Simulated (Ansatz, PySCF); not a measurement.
allene (C₃H₄), SMILES C=C=C. Atoms are numbered in the order given.

```xyz
7

C      0.0000     0.0000     1.2993
C      0.0000     0.0000     0.0000
C      0.0000     0.0000    -1.2993
H      0.6566    -0.6566     1.8603
H     -0.6566     0.6566     1.8603
H      0.6566     0.6566    -1.8603
H     -0.6566    -0.6566    -1.8603
```
Charge 0, spin multiplicity 1.

Geometry optimised at PBE0-D3(BJ)/def2-TZVP.

Two levels are set side by side: PBE-D3(BJ)/def2-TZVP (Ansatz, a quantum-chemistry and plane-wave program) and PBE0-D3(BJ)/def2-TZVP (Ansatz). Each level has its own optimised geometry; the coordinates shown are those of the second. Frequencies come from the Hessian of PySCF at each geometry. Differences are taken from unrounded values.

| quantity | PBE0-D3(BJ) |
|---|---|
| mean bond length (Å) | 1.156 |
| bond C1–C2 (Å) | 1.299 |
| bond C2–C3 (Å) | 1.299 |
| bond C1–H4 (Å) | 1.085 |
| bond C1–H5 (Å) | 1.085 |
| bond C3–H6 (Å) | 1.085 |
| bond C3–H7 (Å) | 1.085 |
| highest harmonic wavenumber (cm⁻¹) | 3227 |
| mean harmonic wavenumber (cm⁻¹) | 1615 |
| zero-point energy (kcal/mol) | 34.63 |

Question: What does PBE-D3(BJ) give, and how far is it from PBE0-D3(BJ)? (An estimate is asked for; the answer gives what the named calculation found.)

Answer: 
| quantity | PBE-D3(BJ) | PBE-D3(BJ) minus PBE0-D3(BJ) |
|---|---|---|
| mean bond length (Å) | 1.164 | 0.008 |
| bond C1–C2 (Å) | 1.308 | 0.009 |
| bond C2–C3 (Å) | 1.308 | 0.009 |
| bond C1–H4 (Å) | 1.093 | 0.008 |
| bond C1–H5 (Å) | 1.093 | 0.008 |
| bond C3–H6 (Å) | 1.093 | 0.008 |
| bond C3–H7 (Å) | 1.093 | 0.008 |
| highest harmonic wavenumber (cm⁻¹) | 3133 | -94 |
| mean harmonic wavenumber (cm⁻¹) | 1563 | -52 |
| zero-point energy (kcal/mol) | 33.52 | -1.12 |

Exact exchange shortens and stiffens bonds; PBE has none. Differences between two approximate levels are no errors against the true value.
